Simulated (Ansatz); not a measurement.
**CHO+ (triplet): the correlation ladder, def2-QZVPP**

One table from this session's results is given with a row withheld; the runs are named, their logs left out.

Computed with Ansatz 0.2.0, Gaussian basis. Level: def2-QZVPP, core rule «outside noble gas», up to 2 orbitals frozen.

The runs, in order: UHF; ROHF; CCSD(T) on UHF.

2 further runs of the same task are left out: 2 set aside as unsound or not needed.

### What is computed

The geometry is a PBE0/def2-TZVP stationary point (not a proven minimum) of the parent state, kept for this charge and spin.

3 atoms, charge 1, spin multiplicity 3.

Atoms are counted from 1 here; the program's logs count them from 0.

Bond lengths: O1–C2 1.169 Å, C2–H3 1.125 Å. Angles: O1–C2–H3 124.8°.

Set-up of the first run:

in.yaml reads:

```yaml
crystal:
  periodic: [false, false, false]
  atoms:
    - {symbol: O, position_ang: [0.000000, 0.074551, 0.542472]}
    - {symbol: C, position_ang: [0.000000, -0.152157, -0.604077]}
    - {symbol: H, position_ang: [0.000000, 0.629740, -1.412618]}
basis:
  gaussian: {orbitals: "def2-QZVPP.json"}
total_charge: 1
magnetization: {spin_polarized: true, initial_magnetization: 2}
hamiltonian: {xc: hf}
output: {orbitals: {seedname: orbitals}}
```

The run is started by

```console
ansatz run in.yaml --threads 1 --pin off --events-out ev --progress --plain --max-ram 2393MiB
```

Among the steps run: UHF; ROHF; CCSD(T) on UHF.

One table of the session follows, with a row left open; its other results are not shown here.

```
  method  from UCCSD(T) (meV)
    ROHF              +9309.7
     UHF              +9141.2
    UMP2               +988.0
   UCCSD                    ?
UCCSD(T)                    0
```

Q: Estimate the row for UCCSD from the others.

**Answer.** from UCCSD(T) (meV): +343.1. In the column «from UCCSD(T) (meV)» it lies between UCCSD(T) (0) and UMP2 (+988.0).
